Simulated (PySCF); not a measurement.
**dimethylphosphine: calculation against experiment**

**What was measured.**

From NIST CCCBDB Release 22 (SRD 101), experimental dipoles, for the gas: dipole moment 1.23 D.

The runs below try to reproduce these values; the comparison stands at the end.

Compound: dimethylphosphine, C2H7P.
Atom-mapped SMILES: `[CH3:1][PH:2][CH3:3]` (hydrogens: H4, H5, H6 on C1; H7 on P2; H8, H9, H10 on C3)

Structure used (PBE0-D3(BJ)/def2-SVP), in Å, numbered top down from 1:
```
atom  x, y, z in Å
C1     1.4423    0.2462   -0.1053
P2     0.2723   -0.3984    1.1807
C3    -1.3390    0.1679    0.4581
H4     2.4450   -0.1716    0.0691
H5     1.5175    1.3396   -0.0009
H6     1.1318    0.0113   -1.1350
H7     0.2127   -1.7447    0.7015
H8    -2.1704   -0.2871    1.0167
H9    -1.4490   -0.0790   -0.6088
H10   -1.4185    1.2594    0.5772
```

The PySCF runs (gas phase, on this PBE0-D3(BJ)/def2-SVP geometry; no spin–orbit coupling):

```csv
level,job,basis functions,wall time
"PBE0-D3(BJ)/def2-SVP, grid level 1",geometry optimisation from a GFN2-xTB start shaken at random,81,7.0 s
PBE0/IGLO-III,"shieldings, charges and field gradients",184,9.7 s
PBE0/aug-cc-pVDZ,"shieldings, charges and field gradients",136,7.2 s
PBE0/cc-pVDZ,"shieldings, charges and field gradients",81,3.9 s
PBE0/cc-pVTZ,"shieldings, charges and field gradients",192,11 s
PBE0/pcSseg-0,"shieldings, charges and field gradients",45,2.2 s
```

Hardware: Arm Neoverse V1, one thread (shared host).

**Comparison with experiment**

**Dipole moment.** Measured: 1.23 D (NIST CCCBDB Release 22 (SRD 101), experimental dipoles).

```tsv
level	computed (D)	computed − measured (D)	% (from the printed values)
PBE0-D3(BJ)/def2-SVP	1.30	+0.07	+6
PBE0/IGLO-III	1.18	-0.05	-4
PBE0/aug-cc-pVDZ	1.34	+0.11	+9
PBE0/cc-pVDZ	1.28	+0.05	+4
PBE0/cc-pVTZ	1.30	+0.07	+6
PBE0/pcSseg-0	1.55	+0.32	+26
```

The computed dipoles belong to one fixed geometry; measured ones are averaged over vibrations unless marked μe. Magnitudes are compared, not signs.

The geometry is computed, not the measured one. Where a level misses, the cause wasn't examined.
